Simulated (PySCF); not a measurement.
**H2O: breathing scan**

Computed with PBE0 in PySCF with O def2-TZVP, H def2-TZVP; no relativity; density-fitted integrals.

Rigid scan from the singlet minimum (O–H 0.959 Å (×2); H–O–H 105.0°). Coordinate: all bonds to the central atom scaled together. Energies in kJ/mol from the minimum.

Question: Predict the curve at 0.88, 0.92, 0.96, 1.00, 1.04, 1.08, 1.14, 1.22, 1.35.

Answer: 
```json
{"scale of all bonds to the centre": "0.88", "E (kJ/mol)": "88.9", "dipole size (D)": "1.99"}
{"scale of all bonds to the centre": "0.92", "E (kJ/mol)": "36.0", "dipole size (D)": "2.02"}
{"scale of all bonds to the centre": "0.96", "E (kJ/mol)": "8.2", "dipole size (D)": "2.04"}
{"scale of all bonds to the centre": "1.00", "E (kJ/mol)": "0.0", "dipole size (D)": "2.07"}
{"scale of all bonds to the centre": "1.04", "E (kJ/mol)": "6.9", "dipole size (D)": "2.09"}
{"scale of all bonds to the centre": "1.08", "E (kJ/mol)": "25.2", "dipole size (D)": "2.10"}
{"scale of all bonds to the centre": "1.14", "E (kJ/mol)": "68.4", "dipole size (D)": "2.12"}
{"scale of all bonds to the centre": "1.22", "E (kJ/mol)": "144.7", "dipole size (D)": "2.13"}
{"scale of all bonds to the centre": "1.35", "E (kJ/mol)": "289.5", "dipole size (D)": "2.14"}
```

At long bonds a restricted determinant can lie too high, and another spin state can fall below this curve.

Other isomers or separated fragments may lie lower.
